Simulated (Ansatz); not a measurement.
Ansatz (a quantum-chemistry and plane-wave program) input (HF/6-31G*):

Ansatz 0.2 input:
```yaml
crystal:
  periodic: [false, false, false]
  atoms:
    - {symbol: C, position_ang: [0.22577584, 0.13547594, 1.40749977]}
    - {symbol: C, position_ang: [0.00742734, 0.07963315, 0.04508769]}
    - {symbol: H, position_ang: [0.38119463, 1.08236846, 1.90771855]}
    - {symbol: H, position_ang: [0.24731876, -0.75949738, 2.01389750]}
    - {symbol: C, position_ang: [-0.02844852, 1.23028516, -0.72802239]}
    - {symbol: H, position_ang: [0.12134138, 2.20489305, -0.28305230]}
    - {symbol: H, position_ang: [-0.20684708, 1.18897693, -1.79400529]}
    - {symbol: C, position_ang: [-0.18199788, -1.26143177, -0.62813139]}
    - {symbol: H, position_ang: [-0.36837223, -2.04988441, 0.10038942]}
    - {symbol: H, position_ang: [-1.02040204, -1.23565840, -1.32585567]}
    - {symbol: H, position_ang: [0.70922577, -1.53497315, -1.19769435]}
basis:
  gaussian:
    orbitals: 6-31G*
hamiltonian:
  xc: {name: HF}
magnetization: {spin_polarized: true, initial_magnetization: 1}
relax: {f_tol: 0.003, max_steps: 120}
```

### Question
What final total energy does it give?

### Answer
-155.50427 Eh.

The determinant is spin-contaminated: <S^2> is 0.98 against 0.75 for a pure state.
